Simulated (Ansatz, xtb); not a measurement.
**C3H3FOS: which of two isomers lies lower**

Structure X is `O=C=CSCF`, a singlet and structure Y is `F[C@@H]1COC1=S`, a singlet. Both are isolated molecules in the gas phase, relaxed with r2SCAN-D4/def2-SVP, each in the lowest conformer that the search found.

X (Å):

```xyz
9

C     0.5608    1.0627    0.9519
C     0.2765   -0.1140    1.4948
C    -1.6899   -1.6026    0.2256
F    -2.2807   -2.0203    1.3878
O     0.8186    2.0759    0.4411
S     0.1133   -1.4704    0.3753
H     0.2070   -0.2310    2.5805
H    -2.1132   -0.6252   -0.0591
H    -1.8653   -2.3467   -0.5722
```

Y (Å):

```xyz
9

C     0.0902   -0.1681   -0.1018
C     1.2082    0.3636    0.8011
C    -0.7191   -0.2062    1.1932
F     0.3078   -1.3606   -0.7167
O     0.2583    0.4084    1.9159
S    -2.1544   -0.7489    1.6717
H    -0.3014    0.5586   -0.8353
H     1.6233    1.3595    0.5920
H     2.0003   -0.3739    0.9963
```

Energies in hartree; the thermal terms are from r2SCAN-D4/def2-SVP harmonic frequencies (ideal gas, rigid rotor, one conformer each, 298.15 K, 1 atm) and include the zero-point energy:

```
                              X           Y
E, CCSD(T)/def2-SVP  −687.722139  −687.718555
    E, MP2/def2-SVP  −687.657062  −687.651193
  E, MP2/def2-TZVPP  −688.387681  −688.380599
  zero-point energy     0.055124     0.058366
       H(298 K) − E     0.062741     0.064645
       G(298 K) − E     0.023222     0.028602
```

Question: Correct the CCSD(T) difference for the basis set by the MP2 change, then work out ΔE, ΔE₀, ΔH and ΔG for X → Y in kJ/mol (1 Eh = 2625.50 kJ/mol) and the equilibrium ratio [Y]/[X].

Answer: 1. Differences Y − X: CCSD(T) +0.003584, MP2 in the small set +0.005869, MP2 in the large set +0.007082 Eh.
2. ΔE = +0.003584 + (+0.007082 − (+0.005869)) = +0.004797 Eh = +12.59 kJ/mol.
3. ΔE₀ = ΔE + ΔZPE = +0.004797 + (+0.003242) Eh = +21.11 kJ/mol.
4. ΔH = ΔE + (+0.001904) Eh = +17.59 kJ/mol.
5. ΔG = ΔE + (+0.005380) Eh = +26.72 kJ/mol, so ΔS = (ΔH − ΔG)/T = −30.6 J/(mol K).
6. kT = 0.9442 mEh, so K = [Y]/[X] = exp(−ΔG/kT) = exp(−10.78) ≈ 2.1 × 10^−5.

Structure X is favoured at this temperature. An error of 4 kJ/mol in ΔG would change K by a factor of 5. r2SCAN-D4/def2-SVP//GFN2-xTB found them nearly level. GFN2-xTB, HF/STO-3G gave ΔE the other sign. Mirror images and further conformers aren't counted.

As drawn, Y has 2 C–C, 2 C–O, 1 C=S in place of 1 C=O, 1 C=C, 2 C–S. Structure X has no ring, Y a 4-membered ring.

Other levels gave ΔE = −26.7 (GFN2-xTB); −80.5 (HF/STO-3G, GFN2-xTB geometries); +2.0 (r2SCAN-D4/def2-SVP//GFN2-xTB); +5.9 (r2SCAN-D4/def2-SVP); +27.0 (HF/def2-SVP); +15.4 (MP2/def2-SVP); +9.4 (CCSD(T)/def2-SVP) kJ/mol. The correlated steps freeze 10 core orbitals. Programs: Ansatz 0.2.0, xtb 6.7.1.
